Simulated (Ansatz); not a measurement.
The same path of CH₆BN (9 atoms, charge 0, multiplicity 1) was run twice with different band settings. The coordinate that changes most is the dihedral C1–B2–N3–H8.

Level of theory: Ansatz 0.2.0, RKS r2SCAN-D4/def2-SVP.

Relaxed end points:

```xyz
9
Properties=species:S:1:pos:R:3
C -0.669 0.761 -0.592
B 0.459 -0.283 -0.255
N 0.596 -0.847 1.015
H -1.295 0.392 -1.423
H -0.223 1.702 -0.957
H -1.334 1.004 0.254
H 1.257 -0.636 -1.102
H 1.315 -1.520 1.252
H -0.016 -0.620 1.792
```

```xyz
9
Properties=species:S:1:pos:R:3
C -0.669 0.761 -0.591
B 0.461 -0.281 -0.254
N 0.595 -0.848 1.015
H -1.297 0.388 -1.419
H -0.225 1.701 -0.964
H -1.331 1.008 0.255
H 1.261 -0.629 -1.100
H -0.020 -0.625 1.790
H 1.314 -1.521 1.251
```

Common settings: movable images 7; spring 5.0 eV/Å²; start path through a guess of the saddle point; force threshold 0.03 eV/Å; end points relaxed.

| run | climbing image | optimiser | iteration limit |
| --- | --- | --- | --- |
| 1 | yes | quadratic models (default) | 59 |
| 2 | from the first iteration | lbfgs | 60 |

Question: What does each run give, and how far can it be trusted?

Answer: Run 1: converged after 15 iterations, highest image 1.312 eV above the first end. A vibrational analysis at the climbing image gives one clearly imaginary mode, 656i cm⁻¹: a first-order saddle point.
Run 2: converged after 53 iterations, highest image 1.321 eV above the first end. The order of the stationary point at the top wasn't checked.
